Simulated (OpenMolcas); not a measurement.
# Extrapolating CCSD(T) to the basis-set limit: Li2 (lithium dimer)

Li2 has 2 atoms, charge 0, and is taken as a singlet. As SMILES, `[Li][Li]`. The bond length is the measured one.

```xyz
2

Li    0.0000    0.0000    0.0000
Li    0.0000    0.0000    2.6729
```

CCSD(T) energies, all electrons correlated (OpenMolcas 26.06):

| basis | X | functions | Hartree–Fock (Eh) | correlation (Eh) |
| --- | --- | --- | --- | --- |
| cc-pCVDZ | 2 | 36 | -14.870468 | -0.098717 |
| cc-pCVTZ | 3 | 86 | -14.871418 | -0.115307 |

The correlation energy converges as X⁻³, the Hartree–Fock energy about exponentially.

**Question.** Extrapolate to the complete basis.

**Answer.** 
1. Correlation: E(∞) = (3³ E(3) − 2³ E(2))/(3³ − 2³) = (27 × (-0.115307) − 8 × (-0.098717))/19 = -0.122292 Eh.
2. Hartree–Fock: take the larger basis, -14.871418 Eh; it moved by -0.95 mEh in the last step.
3. Total: -14.871418 + (-0.122292) = -14.993710 Eh.
4. cc-pCVTZ holds 94.3 % of the extrapolated correlation energy, cc-pCVDZ 80.7 %.

This is an estimate of the method's limit, not an exact energy. Double-zeta sets lie outside the range where X⁻³ holds well, so a D–T extrapolation is rough.
